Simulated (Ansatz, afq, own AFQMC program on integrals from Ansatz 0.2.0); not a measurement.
Integrals from Ansatz 0.2.0, then the random walk in our own AFQMC program (afq).

```yaml
crystal:
  periodic: [false, false, false]
  atoms:
    - {symbol: Ge, position_ang: [0.000000, -0.129738, 1.872949]}
    - {symbol: C, position_ang: [0.000000, -0.313467, -0.539064]}
    - {symbol: H, position_ang: [0.000000, 0.443205, -1.333886]}
basis:
  gaussian: {orbitals: cc-pVDZ}
magnetization: {spin_polarized: true, initial_magnetization: 3}
correlation: {method: ccsd_t, electrons: outside_noble_gas, hamiltonian_folder: ham}
```

```sh
$ ansatz run in.yaml --threads 1 --pin off --events-out ev --progress --plain --max-ram 1382MiB
```

Options of the walk:

```
--method phaseless --trial cisd --walkers 60 --populations 1 --least-time 40 --time-step 0.005 --steps-per-block 50 --equilibration-blocks 28 --max-blocks 300 --target-error 0.00036 --factor-cut 1e-05 --start spin_pure --seed 1925 --release-times 0.24,0.51,0.99,1.62,2.4 --release-step 0.03 --release-every 4 --taylor-order 6
```

Times are imaginary, in 1/Eh. The walk had a cap of 671 s. Filled inner d shells are frozen with the cores.

afq prints:

```
orbitals 31  electrons 6 3  factors 222 of 506
reference energy -2113.62036137 Eh
CCSD correlation -0.17572269 Eh in 16 cycles, weight of the determinant in the CISD state 0.8610
energy of the start -2113.795100 Eh
 block  time / (1/Eh)  mean weight  energy / Eh
     1     0.250  0.9995  -2113.793791
     2     0.500  0.9998  -2113.794600
     3     0.750  1.0007  -2113.795878
     4     1.000  1.0009  -2113.798363
     5     1.250  1.0001  -2113.797483
     7     1.750  0.9994  -2113.799505
     9     2.250  1.0000  -2113.801136
    17     4.250  1.0004  -2113.806682
    33     8.250  1.0009  -2113.808241
    49    12.250  0.9999  -2113.800643
    65    16.250  0.9988  -2113.800509
    81    20.250  1.0019  -2113.803704
    97    24.250  1.0032  -2113.804339
   113    28.250  0.9988  -2113.797162
   129    32.250  0.9993  -2113.808236
   145    36.250  1.0026  -2113.803748
   153    38.250  1.0010  -2113.813822
   161    40.250  0.9984  -2113.804766
   177    44.250  1.0007  -2113.802349
   185    46.250  1.0014  -2113.796186
   193    48.250  1.0005  -2113.803401
   209    52.250  1.0005  -2113.799432
   225    56.250  0.9983  -2113.803086
   241    60.250  1.0015  -2113.801387
   257    64.250  0.9993  -2113.802465
   273    68.250  0.9999  -2113.805747
   289    72.250  0.9994  -2113.797930
   305    76.250  0.9991  -2113.812525
   321    80.250  0.9990  -2113.805243
blocks merged  error / Eh  count
     1  0.000235  300
     2  0.000280  150
     4  0.000351  75
     8  0.000433  37
    16  0.000396  18
    32  0.000454  9
released: time / (1/Eh)  energy / Eh  error  mean overlap
  0.24  -2113.802923  0.000365  1.0048
  0.51  -2113.803064  0.000413  1.0016
  0.99  -2113.803107  0.000431  1.0200
  1.62  -2113.804415  0.000445  0.9995
  2.40  -2113.803616  0.000633  1.0138
energy -2113.802737 +/- 0.000433 Eh
(rows thinned)
```

The run passed its tests (sampling time, drift between the halves within three errors, error under three times the target), which doesn't prove that it has relaxed.

Against this walk (error 11.8 meV) on the same determinant: CCSD(T) 15.5 meV higher (within the noise), CCSDT(Q) 56.5 meV lower. The error is statistical and leaves out the bias of the constraint. Released to 2.40 1/Eh the energy moves by -24 ± 21 meV (both errors), within twice the noise. CCSDT(Q) is the surest value here, so the walk's 56 meV above it is most likely the bias of the constraint with this trial, which can have either sign.

Cautions: constraint bias not in the error; error above the target (11.8 against 9.8 meV); no relativity below Rb; no spin-orbit coupling; inner d shell frozen; lower spins were not checked; higher spins were not checked; raised T1 diagnostic (T1 0.041, weight of the determinant 0.86, largest double 0.07); the bias of populations of 60 walkers isn't removed.

The walk took 4.6 min on 1 thread of Arm Neoverse V1 (shared host). The log's last line is the phaseless energy.

CCSDT and higher add their correlation energy to the determinant of the CCSD(T) run, since their own runs factorise the integrals more tightly (a shift of under 2 meV). A walk keeps the symmetry of its determinant, which the program's search chose and which needn't be the lowest solution, so a lower state of the same spin and another symmetry isn't excluded.
